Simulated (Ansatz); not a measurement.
## Structure relaxation of Ti2Tl

The calculation used Ansatz, DFT PBE, scalar-relativistic, plane waves, PAW. Cutoff 420 eV, Γ-centred k mesh, Gaussian smearing, no spin polarisation in the final step.

Ti2Tl was placed on the cadmium chloride structure type (R-3m, No. 166), with Tl in place of Cd, Ti in place of Cl, at a guessed volume.

```xyz
3
Lattice="1.7915 1.0343 5.4107 -1.7915 1.0343 5.4107 0.0000 -2.0686 5.4107" Properties=species:S:1:pos:R:3 pbc="T T T"
Ti    0.0000    0.0000   12.1742
Ti    0.0000    0.0000    4.0581
Tl    0.0000    0.0000    0.0000
```

Cell and atoms relax at zero pressure; the relaxation can't lower the symmetry of the start. After a coarse first stage the cell is made exact in the group found at 0.06 Å.

Energies over the elements count from the elements' standard structures at the same level, with no empirical corrections.

Q: Which crystal results?

A: It keeps R-3m (No. 166), but not the shape of the type it started on. Conventional cell: a = 3.112 Å, c = 21.399 Å. Ti has 3 Ti at 2.80 Å, 3 Tl at 3.07 Å and 6 Ti at 3.11 Å; around Tl lie 6 Ti at 3.07 Å and 6 Tl at 3.11 Å.

Space group R-3m:H (No. 166). a = 3.112 Å, b = 3.112 Å, c = 21.399 Å, α = 90.00°, β = 90.00°, γ = 120.00°
| atom | site | symmetry | x | y | z |
| --- | --- | --- | --- | --- | --- |
| Ti | 6c | 3m | 0.0000 | 0.0000 | 0.7832 |
| Tl | 3a | -3m | 0.0000 | 0.0000 | 0.0000 |

Q: What are its volume, energy, density and gap?

A: The volume per atom is 19.95 Å³ and the density is 8.33 g/cm³. The energy over the elements is 0.12 eV/atom. The gap on the 18×18×18 mesh is 0 eV (a metal).

The final run used a 18×18×18 mesh on its 3-atom cell and 0.10 eV smearing. The k mesh leaves about 4 meV/atom of noise in metals. Spin–orbit coupling is left out. Symmetry constrained the relaxation, so the result can be a saddle point. The steps took of the order of 4 core-minutes in all.